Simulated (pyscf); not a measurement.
PySCF, gas phase, ωB97X-D3(BJ)/def2-SVP geometries.

Problem. silane (SiH₄) + silanone (O=SiH₂) → disiloxane (H₃Si–O–SiH₃)
Surface: singlet. Broken: H–Si. Formed: O–Si, H–Si. Give ΔE‡ and ΔE from ωB97M-D3(BJ)/def2-TZVP, relative to the separated reactants.

Solution. ΔE‡ = -16.2 kJ/mol, ΔE = -286.7 kJ/mol. CCSD(T)/def2-TZVPP + ΔMP2(QZVPP) gives -10.5 kJ/mol and -287.2 kJ/mol. Zero-point energy shifts the barrier by +10.8 kJ/mol. It is an addition across a multiple bond or ene-type step, with an imaginary mode of 175i cm⁻¹. On the reactant side the descent ends in a complex, 30.6 kJ/mol under the separated species and 1.6 kJ/mol under the saddle at ωB97X-D3(BJ)/def2-TZVP. At ωB97M-D3(BJ) the saddle lies under the separated reactants, which points to a path from their complex (located at ωB97X-D3(BJ) alone). At ωB97X-D3(BJ) the barrier from the zero used here is -29.0 kJ/mol. One saddle was located; it need not be the lowest between these sides. The CCSD(T) − MP2 part came from Ansatz, without density fitting, on the same reference.
